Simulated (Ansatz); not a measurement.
The input, for Ansatz 0.2.0:

```yaml
crystal:
  periodic: [false, false, false]
  atoms:
    - {symbol: Ga, position_ang: [-0.009217, 0.033361, -0.088818]}
    - {symbol: H, position_ang: [-0.009217, -1.471964, -0.584596]}
    - {symbol: H, position_ang: [1.061398, -0.621243, 4.920391]}
    - {symbol: H, position_ang: [-0.414635, -0.214523, 1.808058]}
basis:
  gaussian: {orbitals: cc-pVDZ}
magnetization: {spin_polarized: false, initial_magnetization: 2}
correlation: {method: fci, electrons: outside_noble_gas}
```

```sh
$ ansatz run in.yaml --threads 1 --pin off --events-out ev --progress --plain --max-ram 2393MiB
```

Q: Roughly how long does this take on 1 thread of Arm Neoverse V1, shared host, and how much host memory?

A: 59 s wall and 0.84 GiB.

```
786 factors; integrals over basis functions are off by at most 1.3e-7 eV
mean field evaluation 1: about -52375.4972 eV, gradient 8.4e0 eV
mean field evaluation 2: about -52375.5060 eV, gradient 8.4e0 eV
mean field evaluation 4: about -52376.3766 eV, gradient 1.5e0 eV
mean field evaluation 8: about -52376.4157 eV, gradient 2.0e-1 eV
mean field -52376.41676846 eV, -1924.7978142307 hartree, gradient 5.7e-6 eV, S^2 2.000000; 0 other end points of the search recorded, 0 dependent functions left out
mean field evaluation 16: about -52376.4696 eV, gradient 9.3e-1 eV
14 core orbitals not correlated: weight in the atoms' cores, before any rotation towards them, 0.999 or more for the frozen orbitals, at most 0.000 for the correlated occupied ones
reference -52376.41676846 eV, -1924.7978142307 hartree; 4, 2 occupied and 24, 26 virtual orbitals, 786 factors
state -52378.65589865 eV, -1924.8801007472 hartree
Total energy: -52378.65589865 eV, -1924.8801007472 hartree
```

Natural occupations: 1.9505 1.9223 1.0000 0.9942 0.0471 0.0242 0.0190 0.0078 0.0074 0.0059 0.0058 0.0035 0.0034 0.0025 0.0016 0.0013 0.0008 0.0007 0.0006 0.0006 0.0006 0.0002 0.0001 0.0001.
